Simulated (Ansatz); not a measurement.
**AlP (triplet): the correlation ladder, def2-TZVPP**

An exercise on one series of results from a longer session: the logs are not shown, and one member is left open.

Method: def2-TZVPP, core rule «outside noble gas», up to 10 orbitals frozen; program: Ansatz 0.2.0, Gaussian basis.

Plan: UHF; ROHF; CCSD(T) on UHF.

2 further runs of the same task are left out: 2 set aside as unsound or not needed.

## The geometry

The geometry is a PBE0/def2-TZVP stationary point (not a proven minimum) of the parent state, kept for this charge and spin.

2 atoms, charge 0, spin multiplicity 3.

Atoms are counted from 1 here; the program's logs count them from 0.

Bond lengths: Al1–P2 2.073 Å.

Set-up of the first run:

in.yaml reads:

```yaml
crystal:
  periodic: [false, false, false]
  atoms:
    - {symbol: Al, position_ang: [0.000000, 0.000000, 0.000000]}
    - {symbol: P, position_ang: [0.000000, 0.000000, 2.072600]}
basis:
  gaussian: {orbitals: def2-TZVPP}
magnetization: {spin_polarized: true, initial_magnetization: 2}
hamiltonian: {xc: hf}
output: {orbitals: {seedname: orbitals}}
```

Run with:

```bash
> ansatz run in.yaml --threads 1 --pin off --events-out ev --progress --plain --max-ram 3968MiB --backend cpu
```

Among the steps run: UHF; ROHF; CCSD(T) on UHF.

One table of the session follows, with a row left open; its other results are not shown here.

```
  method  from UCCSD(T) (meV)
    ROHF              +5743.6
     UHF              +5512.2
    UMP2              +1040.4
   UCCSD                    ?
UCCSD(T)                    0
```

**Question.** Estimate the row for UCCSD.

As computed: from UCCSD(T) (meV): +331.9. In the column «from UCCSD(T) (meV)» it lies between UCCSD(T) (0) and UMP2 (+1040.4).

To keep in mind: Warnings: spin contamination; coupled cluster took another determinant than the lowest.
